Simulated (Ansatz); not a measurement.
# CH5BO, SMILES BOC: a single point in a Gaussian basis

Program: the Python package of Ansatz (0.2.0).

Input file `ch5bo.xyz`:
```text
8

B    -0.64730    0.71050   -0.82280
O     0.34220   -0.28590   -0.78800
C     0.53450   -0.62840    0.54490
H    -1.75830    0.45990   -0.94040
H    -0.39290    1.89030   -0.81750
H    -0.34710   -1.04680    1.02670
H     1.37950   -1.41060    0.59720
H     0.98150    0.25400    1.14420
```

The cells in order, each with its output:

```python
from pathlib import Path
import json

import ansatz as az
```

```python
mol = az.Crystal.molecule_from_extxyz("ch5bo.xyz")
```

```python
calc = (
    mol.calculation()
    .basis(gaussian="def2-SVP")
    .functional("CAM-B3LYP")
    .orbitals()
)
out = calc.run(threads=1, pin="off", runs_dir="ch5bo_runs")
rep = out.report
```

    

```python
rep["mean_field"]["state"]["spin_squared"]
```

    -6.039613253960852e-14

```python
{key: value for key, value in rep.items() if isinstance(value, (int, float)) and "ev" in key}
```

    {'free_energy_ev': -3836.565076514843, 'reference_energy_ev': -3836.565076514843}

```python
for key in ("converged", "free_energy_ev", "reference_energy_ev", "n_frozen", "n_occupied", "n_virtual"):
    print(f"{key:22s} {rep[key]}")
```

    converged              True
    free_energy_ev         -3836.565076514843
    reference_energy_ev    -3836.565076514843
    n_frozen               0
    n_occupied             [12, 12]
    n_virtual              [55, 55]

```python
lines = Path(rep["orbitals_path"]).read_text().splitlines()
field_of = lambda key: [line.split("=")[1].strip() for line in lines if line.startswith(key)]
orbitals = [(27.211386 * float(e), s, float(n)) for e, s, n in zip(field_of("Ene="), field_of("Spin="), field_of("Occup="))]
homo = max(e for e, _, n in orbitals if n > 0.5)
lumo = min(e for e, _, n in orbitals if n < 0.5)
print(f"HOMO {homo:.3f} eV, LUMO {lumo:.3f} eV, gap {lumo - homo:.3f} eV")
with open("ch5bo.json", "w") as handle:
    json.dump({k: rep[k] for k in ("free_energy_ev", "reference_energy_ev", "n_occupied", "n_virtual")}, handle, indent=1)
```

    HOMO -8.936 eV, LUMO -0.014 eV, gap 8.922 eV

`ch5bo.json`, as written:
```json
{
 "free_energy_ev": -3836.565076514843,
 "reference_energy_ev": -3836.565076514843,
 "n_occupied": [
  12,
  12
 ],
 "n_virtual": [
  55,
  55
 ]
}
```

Reading the output:
- Total energies depend on the basis set; only differences at equal settings carry meaning.
- The geometry is a force-field or estimated start, not a minimum of this method, and the basis set is short of its limit.
- Levels such as HOMO and LUMO are orbital energies: with these approximate functionals they aren't the ionisation energy and electron affinity, and their gap isn't the fundamental gap.
- It ran for 1 s on 1 thread of Intel(R) Xeon(R) 6975P-C (Granite Rapids), with other jobs on the host, peak memory 0.19 GiB.

(Lines on the test bed's own set-up are left out of the output.)
